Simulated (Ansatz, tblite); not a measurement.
Forces on MgMe(NH2) (CH5MgN) at its B3LYP-D4/def2-TZVP geometry. The state is a singlet with charge 0.

The xTB rows come from tblite.

GFN1-xTB (tblite), largest force 0.27 eV/Å:

```xyz
8
positions Å, forces eV/Å
Mg    0.319   -0.055    0.072   -0.023    0.002   -0.005
C    -1.683    0.299   -0.390   -0.121    0.026   -0.029
H    -1.856    1.343   -0.665    0.081   -0.077    0.034
H    -2.337    0.072    0.457    0.114    0.004   -0.021
H    -2.016   -0.318   -1.230    0.099    0.020    0.056
N     2.139   -0.379    0.495    0.262   -0.048    0.062
H     2.574   -0.272    1.402   -0.209    0.042   -0.028
H     2.860   -0.690   -0.141   -0.202    0.032   -0.068
```

GFN2-xTB (tblite), largest force 0.50 eV/Å:

```
Mg 0.234 -0.039 0.053
C -0.481 0.072 -0.109
H 0.109 -0.136 0.053
H 0.165 0.017 -0.073
H 0.131 0.059 0.111
N -0.355 0.062 -0.082
H 0.098 -0.016 0.027
H 0.099 -0.018 0.019
```

PBE0-D4/def2-TZVP (Ansatz), largest force 0.11 eV/Å:

```
Mg 0.009 -0.002 0.003
C 0.104 -0.018 0.023
H -0.012 0.025 -0.008
H -0.023 -0.004 0.017
H -0.016 -0.013 -0.021
N 0.001 0.000 0.000
H -0.023 -0.007 -0.054
H -0.041 0.018 0.039
```
